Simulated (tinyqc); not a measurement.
CIS on RHF in the sto-6g basis, frozen core, for H2O, spin multiplicity 1, step by step. One step of it, computed by the program tinyqc.

Problem. CIS matrix, singlets. A(ia,jb) = (e_a - e_i) d_ij d_ab + 2 (ia|jb) - (ij|ab).

orbital energies (hartree): [-20.541957, -1.206854, -0.513993, -0.452058, -0.398901, 0.439402, 0.505534]

Two-electron integrals over orbitals (pq|rs), unique and non-zero (hartree); the lowest 1 orbital is frozen and left out:
```
(22|22) 0.730057    (32|32) 0.125750    (33|22) 0.614318    (33|33) 0.588904
(42|22) -0.032996   (42|33) 0.000995    (42|42) 0.129535    (43|32) 0.026274
(43|43) 0.059722    (44|22) 0.649723    (44|33) 0.559346    (44|42) -0.084136
(44|44) 0.666531    (52|52) 0.152956    (53|53) 0.026613    (54|52) -0.043775
(54|54) 0.045550    (55|22) 0.760362    (55|33) 0.601317    (55|42) -0.084634
(55|44) 0.670253    (55|55) 0.880663    (62|22) 0.128295    (62|33) 0.067912
(62|42) 0.036767    (62|44) 0.052144    (62|55) 0.133848    (62|62) 0.094887
(63|32) -0.029263   (63|43) -0.037701   (63|63) 0.069604    (64|22) 0.139984
(64|33) 0.054225    (64|42) -0.060713   (64|44) 0.131043    (64|55) 0.163008
(64|62) 0.055048    (64|64) 0.112454    (65|52) 0.047028    (65|54) 0.008231
(65|65) 0.033367    (66|22) 0.598243    (66|33) 0.548208    (66|42) 0.040418
(66|44) 0.548833    (66|55) 0.583762    (66|62) 0.094605    (66|64) 0.059528
(66|66) 0.585419    (72|32) 0.057664    (72|43) -0.030965   (72|63) 0.028638
(72|72) 0.068260    (73|22) 0.171013    (73|33) 0.091058    (73|42) -0.081918
(73|44) 0.128678    (73|55) 0.205731    (73|62) 0.063440    (73|64) 0.112606
(73|66) 0.048798    (73|73) 0.165848    (74|32) -0.071779   (74|43) -0.020363
(74|63) 0.056157    (74|72) -0.015340   (74|74) 0.074432    (75|53) 0.023804
(75|75) 0.024085    (76|32) 0.078076    (76|43) 0.065840    (76|63) -0.060741
(76|72) -0.005175   (76|74) -0.063283   (76|76) 0.109385    (77|22) 0.597801
(77|33) 0.574305    (77|42) -0.014528   (77|44) 0.561640    (77|55) 0.594145
(77|62) 0.056858    (77|64) 0.048665    (77|66) 0.547724    (77|73) 0.085263
(77|77) 0.581951
```

Give: CIS matrix A, singlet.

Solution.

CIS matrix A, singlet (hartree), order 2>6, 2>7, 3>6, 3>7, 4>6, 4>7, 5>6, 5>7:
```
[[1.238, 0.000, 0.000, 0.049, 0.070, 0.000, 0.000, 0.000],
 [0.000, 1.251, -0.021, 0.000, 0.000, -0.016, 0.000, 0.000],
 [0.000, -0.021, 0.544, 0.000, 0.000, 0.046, 0.000, 0.000],
 [0.049, 0.000, 0.000, 0.777, 0.159, 0.000, 0.000, 0.000],
 [0.070, 0.000, 0.000, 0.159, 0.568, 0.000, 0.000, 0.000],
 [0.000, -0.016, 0.046, 0.000, 0.000, 0.545, 0.000, 0.000],
 [0.000, 0.000, 0.000, 0.000, 0.000, 0.000, 0.321, 0.000],
 [0.000, 0.000, 0.000, 0.000, 0.000, 0.000, 0.000, 0.358]]
```
